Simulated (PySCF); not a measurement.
Simulated outer-valence photoelectron spectrum of `F[C@@H]1C[C@@H]1S`. Theory: EOM-IP-CCSD/aug-cc-pVDZ in PySCF, restricted Hartree–Fock reference, 9 core orbitals frozen, non-relativistic, gas phase, PBE0-D3(BJ)/def2-SVP geometry.

Each root has a Gaussian of 0.8 eV full width with its one-hole share as area; cross sections and vibrations are left out, and the highest printed point is 100.

```tsv
ionisation energy (eV)	intensity
8.2	0
8.4	2
8.6	9
8.8	23
9.0	42
9.2	54
9.4	49
9.6	32
9.8	17
10.0	13
10.2	24
10.4	43
10.6	61
10.8	69
11.0	70
11.2	67
11.4	57
11.6	38
11.8	24
12.0	23
12.2	36
12.4	51
12.6	53
12.8	39
13.0	23
13.2	16
13.4	27
13.6	54
13.8	85
14.0	100
14.2	88
14.4	58
14.6	32
14.8	24
15.0	35
15.2	53
15.4	66
15.6	70
15.8	69
16.0	62
16.2	45
16.4	25
16.6	10
16.8	3
17.0	1
```

Where are the maxima, and how many lines lie under the curve?

5 maxima, at 9.3, 11.0, 12.5, 14.0 and 15.7 eV, from 8 lines. At this width some lines have no maximum of their own.

List the lines with their holes.

| E (eV) | leading hole (HF orbital) | area | Koopmans (eV) |
| --- | --- | --- | --- |
| 9.25 | HOMO | 0.96 | 9.84 |
| 10.65 | HOMO-1 | 0.96 | 11.55 |
| 11.29 | HOMO-2 | 0.95 | 12.34 |
| 12.53 | HOMO-3 | 0.95 | 13.50 |
| 13.88 | HOMO-4 | 0.95 | 14.93 |
| 14.14 | HOMO-5 | 0.95 | 15.67 |
| 15.35 | HOMO-6 | 0.95 | 17.21 |
| 15.98 | HOMO-7 | 0.94 | 18.62 |

The widest gap, 1.40 eV, lies between 9.25 and 10.65 eV. Only orbitals with −ε under 21 eV, eight at most, were ionised, so the high end of the curve may lack lines.

Shape of the structure used: `[F:1][C@@H:2]1[CH2:3][C@@H:4]1[SH:5]`: H–S5–C4–C3 -133°.

One conformer stands for the species.
